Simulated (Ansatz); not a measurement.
Calibrating PBE-D4/def2-TZVPP on molecular compounds of Mg

The vertical ionisation energy (cation less neutral) in eV of 7 molecular compounds of Mg: x at PBE-D4/def2-TZVPP, y at CCSD(T)/def2-TZVPP. Shapes, held fixed at every level: PBE0-D4/def2-TZVP. Programs: Ansatz 0.2.0.

| molecule | x (eV) | y (eV) |
| --- | --- | --- |
| C2H6Mg (SMILES C[CH2][MgH]) | 8.23 | 8.58 |
| Mg(NH2)(SH) | 8.37 | 8.95 |
| Mg(NH2)(OH) | 8.59 | 8.84 |
| Mg(NH2)F | 9.25 | 9.16 |
| Mg(SH)Cl | 9.54 | 9.78 |
| Mg(OH)2 | 9.73 | ? |
| Mg(CH3)F | 9.90 | 9.96 |

Problem. Fit y = c + s·x to the known rows and predict y for Mg(OH)2.

Solution. 
1. Means of the 6 rows: x = 8.9800, y = 9.212.
2. Σ(Δx)² = 2.3196, Σ(Δx·Δy) = 1.7711, so the slope is 1.7711/2.3196 = 0.76354.
3. Intercept: 9.212 − (0.76354) × 8.9800 = 2.355. The largest residual of the fit is 0.26.
4. Mg(OH)2: 2.355 + 0.76354 × 9.73 = 9.78 eV.

CCSD(T)/def2-TZVPP gives 10.86 eV, so the prediction is off by -1.08 eV, more than the largest residual. Uncorrected, PBE-D4/def2-TZVPP misses it by -1.13 eV, and the other rows by 0.26 on average. The line doesn't help this one. Left out in turn, the other rows are missed by 0.19 eV on average, so the withheld one doesn't follow the line. Cations run unrestricted. Outer-core shells of Mg are correlated, in sets that cover them unevenly.
